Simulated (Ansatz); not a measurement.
I need harmonic frequencies at the relaxed geometry of CO2, SMILES O=C=O. Use the Ansatz DFT code, driven from Python. Use (for the species named): Hartree-Fock, def2-SVP basis, multiplicity 1.

Input file `co2.xyz`:
```text
3

O     0.36737   -1.07949    0.08721
C     0.00017    0.00009    0.00010
O    -0.36754    1.07940   -0.08730
```

Script `freq.py`:
```python
"""Harmonic frequencies of CO2 at its relaxed geometry."""

import logging
import sys

import ansatz as az
import numpy as np

logging.basicConfig(stream=sys.stdout, format="%(name)s: %(message)s")
logger = logging.getLogger("ansatz_job")
logger.setLevel(logging.INFO)

co2 = az.Crystal.molecule_from_extxyz("co2.xyz")

base = (
    co2.calculation()
    .basis(gaussian="def2-SVP")  # atom-centred Gaussian functions
    .functional("HF")
)
symbols = [site.symbol for site in co2.cartesian_sites]
start = np.array([site.position_ang for site in co2.cartesian_sites], dtype=float)
summary = base.relax(force_tolerance=0.003).run(threads=1, backend="cpu").report
end = np.array(summary["positions_ang"])

logger.info("bond        before    after (A)")
for i, j in [(0, 1), (1, 2)]:
    d0, d1 = (np.linalg.norm(xyz[i] - xyz[j]) for xyz in (start, end))
    print(f"{symbols[i]}{i}-{symbols[j]}{j}".ljust(10), f"{d0:8.4f} {d1:8.4f}")
for i, j, k in [(0, 1, 2)]:
    u, v = end[i] - end[j], end[k] - end[j]
    logger.info(f"angle {symbols[i]}{i}-{symbols[j]}{j}-{symbols[k]}{k}: {np.degrees(np.arccos(np.clip(u @ v / np.linalg.norm(u) / np.linalg.norm(v), -1, 1))):.2f} deg")

# same settings at the minimum
minimum = az.Crystal.molecule()
for symbol, xyz in zip(symbols, end):
    minimum = minimum.atom(symbol, xyz.tolist())
vibrating = minimum.calculation()
vibrating = vibrating.basis(gaussian="def2-SVP")
vibrating = vibrating.functional("HF").phonons(temperatures=(298.15, 498.15, 100))
vib = vibrating.run(threads=1, backend="cpu").report["vibrations"]
sums = vib["harmonic_sums"]
modes = [m["omega_inv_cm"] for m in sums["modes_at_gamma"] if m["rigid_motion"] == "no"]
for number, w in enumerate(modes, start=1):
    logger.info(f"mode {number:2d} {w:9.1f} 1/cm {w / 8065.544 * 1000:8.2f} meV")
print("imaginary modes:", sum(w < 0 for w in modes), " zero-point energy:", round(sums["zero_point_energy_ev"], 4), "eV")
logger.info("T (K)   F_vib (eV)   S_vib (meV/K)   C_vib (meV/K)")
for row in zip(sums["temperatures_k"], sums["vibrational_free_energy_ev"], vib["entropy_ev_per_k"], vib["heat_capacity_ev_per_k"]):
    logger.info(f"{row[0]:6.1f} {row[1]:11.4f} {1000 * row[2]:13.4f} {1000 * row[3]:15.4f}")
```

```console
$ python freq.py
ansatz_job: bond        before    after (A)
O0-C1        1.1436   1.1370
C1-O2        1.1436   1.1370
ansatz_job: angle O0-C1-O2: 180.00 deg
ansatz_job: mode  1     758.0 1/cm    93.98 meV
ansatz_job: mode  2     758.0 1/cm    93.98 meV
ansatz_job: mode  3    1539.9 1/cm   190.92 meV
ansatz_job: mode  4    2630.2 1/cm   326.10 meV
imaginary modes: 0  zero-point energy: 0.3525 eV
ansatz_job: T (K)   F_vib (eV)   S_vib (meV/K)   C_vib (meV/K)
ansatz_job:  298.1      0.3511        0.0216          0.0655
ansatz_job:  398.1      0.3478        0.0464          0.1064
ansatz_job:  498.1      0.3418        0.0740          0.1403
```

The frequencies are harmonic and unscaled, in a modest basis. The result belongs to the one conformer reached from this start, and soft torsions count as harmonic oscillators. Timing: 3 s on 1 thread of Arm Neoverse V2, with other jobs on the host, peak memory 0.16 GiB.

(Lines on the test bed's own set-up are left out of the output.)
